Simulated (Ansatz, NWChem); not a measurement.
**Heat of formation of N2H (SMILES [N]=N) from total energies**

N2H: 3 atoms, total charge 0, spin state doublet. As SMILES, `[N]=N`. The coordinates come from a PBE0-D4/def2-TZVP relaxation.

```xyz
3

N     0.7105   -0.6067    0.3262
N    -0.2687   -0.2177   -0.1701
H    -0.4419    0.8244   -0.1561
```

Total energies at UMP2/def2-TZVPPD, 2 core orbitals frozen (NWChem 7.3.0); the atoms run unrestricted:

| species | state | energy (Eh) |
| --- | --- | --- |
| N2H | doublet | -109.832708 |
| N | quartet | -54.498030 |
| H | doublet | -0.499810 |

Harmonic wavenumbers at UPBE0-D4/def2-TZVP, in cm⁻¹: 1115, 1916, 2825.

Measured heats of formation of the gaseous atoms at 298.15 K, in kJ/mol: N 472.4, H 218.0. Take 1 Eh = 2625.50 kJ/mol, 1 cm⁻¹ = 0.0119627 kJ/mol, RT = 2.479 kJ/mol.

Problem. Work out the heat of formation of the gas at 298 K.

Solution. 
1. Electronic atomisation energy: 2 × (-54.498030) + (-0.499810) − (-109.832708) = 0.336838 Eh = 884.4 kJ/mol.
2. Zero-point energy: half the sum of the wavenumbers, 2928 cm⁻¹ = 35.0 kJ/mol.
3. Thermal vibrational enthalpy, Σ hcν̃/(exp(hcν̃/kT) − 1): 0.1 kJ/mol. Translation, rotation and pV of a non-linear molecule: 4 RT = 9.9 kJ/mol.
4. The 3 free atoms carry 5/2 RT each: 18.6 kJ/mol.
5. Atomisation enthalpy at 298 K: 884.4 − 35.0 − 0.1 − 9.9 + 18.6 = 858.0 kJ/mol.
6. Sum of the atoms' heats of formation: 1162.8 kJ/mol. Heat of formation: 1162.8 − 858.0 = +304.8 kJ/mol.

The tabulated value is +249.5 kJ/mol (Active Thermochemical Tables), so this level is off by +55.3 kJ/mol, or 6.1 % of the atomisation enthalpy that the table implies (913.4 kJ/mol). Perturbation theory converges slowly with the basis for atomisation. Anharmonicity and any spin-orbit splitting of the molecule are left out, and cores are frozen in the wave-function part.
